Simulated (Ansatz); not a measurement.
# Molecular dynamics of CH7FSi

Input file:

```yaml
crystal:
  periodic: [false, false, false]
  atoms:
    - { symbol: Si, position_ang: [-0.112737, -0.048723, -1.739616] }
    - { symbol: H, position_ang: [-0.060789, -0.532403, -3.093578] }
    - { symbol: H, position_ang: [1.238109, 0.076172, -1.268148] }
    - { symbol: H, position_ang: [-0.838666, -1.012929, -0.960981] }
    - { symbol: H, position_ang: [-0.781086, 1.222081, -1.751428] }
    - { symbol: C, position_ang: [0.122063, 0.032323, 1.795931] }
    - { symbol: F, position_ang: [-0.236902, 0.89314, 0.745066] }
    - { symbol: H, position_ang: [1.215145, -0.166608, 1.788025] }
    - { symbol: H, position_ang: [-0.404695, -0.941698, 1.706334] }
    - { symbol: H, position_ang: [-0.140543, 0.478546, 2.778397] }
basis:
  gaussian: { orbitals: STO-3G }
hamiltonian:
  xc: cam_b3lyp
  dispersion: d4
md:
  timestep: 0.5
  n_steps: 213
  ensemble: nvt_nose_hoover
  temperature: 1000.0
  initial_velocities: maxwell_boltzmann
  seed: 187002
  nose_hoover: { tau: 300.0, chain_length: 3 }
```

Run as:

```bash
$ ansatz run input.yaml --threads 1 --pin off --max-ram 2048MiB --backend cpu --events-out ev --progress --plain --runs-dir out
```

It starts from a relaxed structure.

Output, in part (step lines, the closing report, with atoms numbered from 0):

```
md step     0: t =     0.00 fs  T =  1000.0 K  F+E_penalty+E_count = -11598.58201973 eV  E_kin = 1.034080 eV  conserved = -11597.54793973 eV  (18 SCF iters)
[... lines left out ...]
Total energy: -11598.08081848 eV, -426.2216086175 hartree
Atom 0 at    -0.148400     0.007487    -1.990664 Å, force    -3.171202    -1.910221    -0.962598 eV/Å
Atom 1 at    -0.300283    -0.327532    -3.470039 Å, force     0.434414     1.117281     1.711747 eV/Å
Atom 2 at     1.161030     0.218799    -1.581437 Å, force     1.498975    -0.203370     0.192416 eV/Å
Atom 3 at    -0.814955    -1.232801    -1.426141 Å, force     1.117291     1.521526    -0.181934 eV/Å
Atom 4 at    -0.878512     1.172662    -1.483168 Å, force     0.113461    -0.512184    -0.778661 eV/Å
Atom 5 at     0.022336     0.247824     2.192928 Å, force     2.113988     0.464814     0.055668 eV/Å
Atom 6 at    -0.078832     0.607022     0.834884 Å, force    -0.019611    -0.274675     0.187163 eV/Å
Atom 7 at     1.145866     0.139124     2.495590 Å, force    -1.841677    -0.332530    -0.554472 eV/Å
Atom 8 at    -0.552494    -0.679953     2.421035 Å, force     0.231839     0.160092     0.055572 eV/Å
Atom 9 at    -0.330472     1.091534     2.814180 Å, force    -0.477479    -0.030734     0.275100 eV/Å
Dipole moment:     0.053490    -0.006716     0.213022 e Å
```

The steps, from the saved trajectory:

```json
{"time (fs)": "0.0", "T (K)": "1000", "potential energy less start (eV)": "0.000", "conserved less start (meV/atom)": "0.00"}
{"time (fs)": "3.5", "T (K)": "445", "potential energy less start (eV)": "0.581", "conserved less start (meV/atom)": "0.74"}
{"time (fs)": "7.0", "T (K)": "346", "potential energy less start (eV)": "0.683", "conserved less start (meV/atom)": "0.64"}
{"time (fs)": "10.5", "T (K)": "577", "potential energy less start (eV)": "0.442", "conserved less start (meV/atom)": "0.44"}
{"time (fs)": "14.0", "T (K)": "678", "potential energy less start (eV)": "0.338", "conserved less start (meV/atom)": "0.53"}
{"time (fs)": "17.5", "T (K)": "626", "potential energy less start (eV)": "0.391", "conserved less start (meV/atom)": "0.38"}
{"time (fs)": "21.0", "T (K)": "184", "potential energy less start (eV)": "0.853", "conserved less start (meV/atom)": "0.77"}
{"time (fs)": "24.5", "T (K)": "629", "potential energy less start (eV)": "0.387", "conserved less start (meV/atom)": "0.22"}
{"time (fs)": "28.0", "T (K)": "578", "potential energy less start (eV)": "0.445", "conserved less start (meV/atom)": "0.68"}
{"time (fs)": "31.5", "T (K)": "513", "potential energy less start (eV)": "0.512", "conserved less start (meV/atom)": "0.57"}
{"time (fs)": "35.0", "T (K)": "366", "potential energy less start (eV)": "0.664", "conserved less start (meV/atom)": "0.53"}
{"time (fs)": "38.5", "T (K)": "481", "potential energy less start (eV)": "0.546", "conserved less start (meV/atom)": "0.53"}
{"time (fs)": "42.0", "T (K)": "750", "potential energy less start (eV)": "0.265", "conserved less start (meV/atom)": "0.21"}
{"time (fs)": "45.5", "T (K)": "332", "potential energy less start (eV)": "0.703", "conserved less start (meV/atom)": "0.71"}
{"time (fs)": "49.0", "T (K)": "623", "potential energy less start (eV)": "0.399", "conserved less start (meV/atom)": "0.21"}
{"time (fs)": "52.5", "T (K)": "408", "potential energy less start (eV)": "0.627", "conserved less start (meV/atom)": "0.72"}
{"time (fs)": "56.0", "T (K)": "559", "potential energy less start (eV)": "0.469", "conserved less start (meV/atom)": "0.48"}
{"time (fs)": "59.5", "T (K)": "413", "potential energy less start (eV)": "0.623", "conserved less start (meV/atom)": "0.58"}
{"time (fs)": "63.0", "T (K)": "519", "potential energy less start (eV)": "0.512", "conserved less start (meV/atom)": "0.40"}
{"time (fs)": "66.5", "T (K)": "636", "potential energy less start (eV)": "0.391", "conserved less start (meV/atom)": "0.29"}
{"time (fs)": "70.0", "T (K)": "365", "potential energy less start (eV)": "0.678", "conserved less start (meV/atom)": "0.72"}
{"time (fs)": "73.5", "T (K)": "543", "potential energy less start (eV)": "0.491", "conserved less start (meV/atom)": "0.35"}
{"time (fs)": "77.0", "T (K)": "424", "potential energy less start (eV)": "0.619", "conserved less start (meV/atom)": "0.73"}
{"time (fs)": "80.5", "T (K)": "640", "potential energy less start (eV)": "0.396", "conserved less start (meV/atom)": "0.52"}
{"time (fs)": "84.0", "T (K)": "433", "potential energy less start (eV)": "0.612", "conserved less start (meV/atom)": "0.64"}
{"time (fs)": "87.5", "T (K)": "533", "potential energy less start (eV)": "0.508", "conserved less start (meV/atom)": "0.32"}
{"time (fs)": "91.0", "T (K)": "569", "potential energy less start (eV)": "0.473", "conserved less start (meV/atom)": "0.41"}
{"time (fs)": "94.5", "T (K)": "538", "potential energy less start (eV)": "0.509", "conserved less start (meV/atom)": "0.63"}
{"time (fs)": "98.0", "T (K)": "685", "potential energy less start (eV)": "0.357", "conserved less start (meV/atom)": "0.30"}
{"time (fs)": "101.5", "T (K)": "420", "potential energy less start (eV)": "0.636", "conserved less start (meV/atom)": "0.62"}
{"time (fs)": "105.0", "T (K)": "479", "potential energy less start (eV)": "0.577", "conserved less start (meV/atom)": "0.59"}
```

The run went to its last step. The conserved energy stayed within 0.89 meV per atom of its start (net change 0.51 meV per atom), so the integration is sound. The mean temperature of the second half is 48 % below the set value. A run of 0.11 ps of so small a system gives no equilibrium averages. Limits of this set-up: minimal basis.

The same pairs are bonded in the first frame and the last. Pairs count as bonded within 1.25 times the sum of covalent radii (0.12 Å more for H–H).

Last frame:

```xyz
10
Properties=species:S:1:pos:R:3
Si -0.148 0.007 -1.991
H -0.300 -0.328 -3.470
H 1.161 0.219 -1.581
H -0.815 -1.233 -1.426
H -0.878 1.173 -1.483
C 0.022 0.248 2.193
F -0.079 0.607 0.835
H 1.146 0.139 2.496
H -0.552 -0.680 2.421
H -0.331 1.091 2.814
```

The run took 11 min on 1 thread of AMD EPYC (Zen 3), with other jobs on the host, peak memory 0.098 GiB.
